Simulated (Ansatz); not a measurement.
## How far each method lies from UCCSDT(Q) for H₂Ge–N, quartet

Geometry: displaced at random from a stationary point.

```xyz
4

Ge   -0.0075   -0.0001    0.2937
N    -0.0653    0.0082   -1.6364
H     0.6813   -1.2824    0.7764
H     0.7644    1.1788    0.7946
```

Basis cc-pVDZ; Ansatz 0.2.0. Only valence electrons are correlated (noble-gas cores and the filled d shells of p-block atoms frozen), which leaves 11 electrons in 36 orbitals. R marks a restricted (for open shells ROHF) determinant, U an unrestricted one. Active spaces: valence = (11e, 10o) chosen from the atoms' valence shells. No spin–orbit coupling is included, and no scalar relativity.

Full CI isn't at hand for all of this; UCCSDT(Q) serves as the reference, and is uncertain by about the last step of the cluster series. The frozen core follows each run's orbitals, which can shift R against U totals by a few meV for light atoms and by up to 0.1 eV past Ca.

The UHF ⟨S²⟩ is 3.775. The T1 diagnostic (RCCSD) is 0.0243 and the largest doubles amplitude (RCCSD) is 0.035. The T1 diagnostic (UCCSD) is 0.0179.

Problem. From what is known of these methods and the diagnostics, rank them by the size of their error in total energy against UCCSDT(Q) in cc-pVDZ, smallest first (an estimate: the text doesn't fix the numbers).
A. UHF
B. UCCSD(T)
C. UMP2
D. UCCSD
E. UCCSDT

Solution. E (0.32 mEh), B (1.41 mEh), D (6.03 mEh), C (42.94 mEh), A (216.26 mEh).

All errors are against UCCSDT(Q) in cc-pVDZ. Within each family the higher level lies nearer, as is usual though not guaranteed.

Natural occupations of CASSCF (valence space) about the gap: 1.985 1.973 1.958 1.002 1.000 1.000 0.042 0.023 0.021; effectively unpaired electrons, Σ n²(2−n)², 3.02.
